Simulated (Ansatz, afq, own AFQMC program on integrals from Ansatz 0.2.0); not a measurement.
# GaBPH⁺, doublet in cc-pVDZ, levels against CCSDT(Q)

```yaml
atoms:
  - { symbol: Ga, position_ang: [0.0000, -0.2748, 2.2912] }
  - { symbol: B, position_ang: [0.0000, -0.2972, 0.0627] }
  - { symbol: P, position_ang: [0.0000, -0.3214, -1.6468] }
  - { symbol: H, position_ang: [0.0000, 0.8934, -0.7071] }
```

Connectivity, by distances: Ga–B–P, 1 bridging H.

Basis cc-pVDZ. Only valence electrons are correlated. AFQMC by an in-house program on the Cholesky factors that Ansatz 0.2.0 writes for its CCSD(T) run. ph-AFQMC/CISD is guided by a CISD state made of CCSD amplitudes; releasing the constraint for a short imaginary time cuts its bias at the price of noise, slowly where states lie close. Free AFQMC starts from the CCSD state and is never constrained. Its projection time is finite, and what remains of the start isn't in its error. ± is one standard error of the sampling. No spin–orbit coupling.

Determinant: ROHF, the one that the program's search chose, which needn't be the lowest solution. The geometry is a PBE0/def2-TZVP stationary point of this or a neighbouring charge and spin state.

No full CI on the walks' own integrals is used here; CCSDT(Q) serves as the reference and is uncertain by about the last step of the cluster series.

Cautions: no relativity below Rb; no spin-orbit coupling; inner d shell frozen; higher spins were not checked; a spin-contaminated unrestricted determinant lies lower (UHF 315 meV lower, ⟨S²⟩ 1.11); the released energies are still falling, so no released level is given (meV from the phaseless value at times in 1/Eh: 27 ± 21 at 0.24, -1 ± 14 at 0.51, -10 ± 19 at 0.99, -43 ± 24 at 1.62, -76 ± 34 at 2.40), though the last usable value meets CCSDT(Q) within the noise; the ph-AFQMC/HF walk drifts between its halves (2.2 errors).

The T1 diagnostic is 0.0388. The weight of the determinant in the CISD state is 0.814 and the size of the correlated space is 11 electrons in 44 orbitals.

Reference: CCSDT(Q), correlation energy -7.512 eV.

```
        level  E − E(reference) (kcal/mol)  share of correlation (%)
           HF                       173.22                      0.00
          MP2                        30.05                     82.65
         CCSD                        10.64                     93.86
      CCSD(T)                         1.52                     99.12
        CCSDT                         0.75                     99.56
  ph-AFQMC/HF                 -1.04 ± 1.24                    100.60
ph-AFQMC/CISD                  0.34 ± 0.54                     99.80
   free AFQMC                  0.42 ± 0.49                     99.76
```

Free projections are given only where their last times agree within the noise and don't stop above the reference; a slow remainder of the start can still hide under it.
